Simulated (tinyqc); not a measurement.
Hueckel theory of the pi electrons with the omega technique, for the molecule Nc1cc[cH-]c1 (SMILES; centres numbered as the heavy atoms are written), step by step. One step of it, computed by the program tinyqc.

Question. Omega technique, round 2. h_r = h_r(0) + omega q_r, omega = 1, with q_r = z_r - P_rr; 0.7 of the old diagonal is kept.

Hueckel matrix in units of beta (H = alpha + beta A), lower triangle:
```
          1N        2C        3C        4C        5C        6C
1N  1.350000
2C  0.750000  0.000000
3C  0.000000  1.000000  0.000000
4C  0.000000  0.000000  1.000000  0.000000
5C  0.000000  0.000000  0.000000  1.000000  0.000000
6C  0.000000  1.000000  0.000000  0.000000  1.000000  0.000000
```

charge and bond-order matrix P, lower triangle:
```
           1N         2C         3C         4C        5C        6C
1N   1.951506
2C   0.201647   1.161510
3C  -0.153984   0.640297   1.233035
4C   0.057237  -0.238004   0.629768   1.210457
5C   0.057237  -0.238004  -0.266273   0.654429  1.210457
6C  -0.153984   0.640297  -0.210937  -0.266273  0.629768  1.233035
```

Centres:
```
centre  z_r, pi electrons of the neutral centre         h
1N                                            2  1.350000
2C                                            1  0.000000
3C                                            1  0.000000
4C                                            1  0.000000
5C                                            1  0.000000
6C                                            1  0.000000
```

Give: matrix after round 2.

Answer.

matrix after round 2, lower triangle:
```
       1N      2C      3C      4C      5C      6C
1N  1.375
2C  0.750  -0.080
3C  0.000   1.000  -0.120
4C  0.000   0.000   1.000  -0.107
5C  0.000   0.000   0.000   1.000  -0.107
6C  0.000   1.000   0.000   0.000   1.000  -0.120
```
